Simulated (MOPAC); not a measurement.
MOPAC input (AM1):

```
AM1 FORCE THERMO(298,298) PRECISE LET UHF MS=0.5 GEO-OK AUX(PRECISION=9) THREADS=1
C2H4NO

O     0.42163669 1    1.30543128 1    0.05325809 1
C     0.10661745 1    0.10300570 1    0.01635640 1
N     1.05749235 1   -0.91828008 1    0.20380222 1
C    -1.33171121 1   -0.32873104 1   -0.11492342 1
H    -1.96605819 1    0.56969266 1   -0.31076587 1
H    -1.45253073 1   -1.05555928 1   -0.95345856 1
H    -1.66644615 1   -0.81324440 1    0.83523765 1
H     1.71772853 1   -0.98675188 1   -0.53792871 1
```

Question: Which zero-point energy does it print?

Answer: 37.91 kcal/mol, from the harmonic wavenumbers of AM1.
